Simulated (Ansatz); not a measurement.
# BH− (quartet): wave-function methods side by side at distance B1–H2 = 1.069 Å, aug-cc-pVTZ

Aim: climb from Hartree-Fock through coupled cluster and multireference methods for BH− (quartet) at one geometry and basis, and see what each rung misses.

Program: Ansatz 0.2.0, Gaussian basis. Level of theory: aug-cc-pVTZ, core rule «outside noble gas», up to 1 orbitals frozen. These are calculated values, not measurements.

The runs, in order: UHF; CCSD(T) on ROHF; CCSD(T) on UHF; BCCD(T) on ROHF; CCSDT(Q) on ROHF; CCSDT(Q) on UHF; CASSCF and MRCISD+Q, 5 electrons in 5 orbitals; CASSCF and NEVPT2, 5 electrons in 5 orbitals.

9 further runs of the same task are left out: 9 that didn't finish.

## 1. The geometry

The geometry derives from a PBE0/def2-TZVPD stationary point (not a proven minimum). One bond is set to the value named and the two fragments are kept rigid.

2 atoms, charge -1, spin multiplicity 4.

Atoms are counted from 1 here; the program's logs count them from 0.

Bond lengths: B1–H2 1.069 Å.

Coordinates:

| atom | x (Å) | y (Å) | z (Å) |
| --- | --- | --- | --- |
| B1 | 0.0000 | 0.0000 | 0.0000 |
| H2 | 0.0000 | 0.0000 | 1.0690 |

## 2. UHF

Contents of in.yaml:

```yaml
crystal:
  periodic: [false, false, false]
  atoms:
    - {symbol: B, position_ang: [0.000000, 0.000000, 0.000000]}
    - {symbol: H, position_ang: [0.000000, 0.000000, 1.069000]}
basis:
  gaussian: {orbitals: aug-cc-pVTZ}
total_charge: -1
magnetization: {spin_polarized: true, initial_magnetization: 3}
hamiltonian: {xc: hf}
output: {orbitals: {seedname: orbitals}}
```

Command:

```console
$ ansatz run in.yaml --threads 1 --pin off --events-out ev --progress --plain --max-ram 2816MiB --backend cpu
```

After this run come: CCSD(T) on ROHF; CCSD(T) on UHF; BCCD(T) on ROHF; CCSDT(Q) on ROHF; CCSDT(Q) on UHF; CASSCF and MRCISD+Q, 5 electrons in 5 orbitals; CASSCF and NEVPT2, 5 electrons in 5 orbitals.

**Question.** What will the summary of the whole plan be? Wanted: UCCSDT(Q) below the RHF energy; RMP2 from UCCSDT(Q); UMP2 from UCCSDT(Q); RCCSD from UCCSDT(Q); RCCSD(T) from UCCSDT(Q); UCCSD(T) from UCCSDT(Q); RCCSDT(Q) from UCCSDT(Q); NEVPT2 valence from UCCSDT(Q); MRCISD+Q valence from UCCSDT(Q).

The runs gave:

| quantity | value |
| --- | --- |
| UCCSDT(Q) below the RHF energy | -2.4104 eV |
| RMP2 from UCCSDT(Q) | +495.4 meV |
| UMP2 from UCCSDT(Q) | +497.7 meV |
| RCCSD from UCCSDT(Q) | +97.8 meV |
| RCCSD(T) from UCCSDT(Q) | +20.7 meV |
| UCCSD(T) from UCCSDT(Q) | +20.5 meV |
| RCCSDT(Q) from UCCSDT(Q) | +0.6 meV |
| NEVPT2 valence from UCCSDT(Q) | +638.0 meV |
| MRCISD+Q valence from UCCSDT(Q) | +29.9 meV |
| levels within 1 kcal/mol (43 meV) | RCCSD(T), UCCSD(T), BCCD(T), RCCSDT, UCCSDT, RCCSDT(Q), MRCISD+Q valence |
| T1 diagnostic | 0.021 |
| effectively unpaired electrons | 3.00 |

In words: RCCSD(T) misses by +20.7 meV, 0.9 % of the correlation energy. One determinant dominates. Of the multireference levels listed MRCISD+Q valence comes nearest in total energy (+29.9 meV), which doesn't show that its space is the better one. These misses are within one basis, not against nature; the frozen cores of restricted and unrestricted runs differ, which can shift their rows.
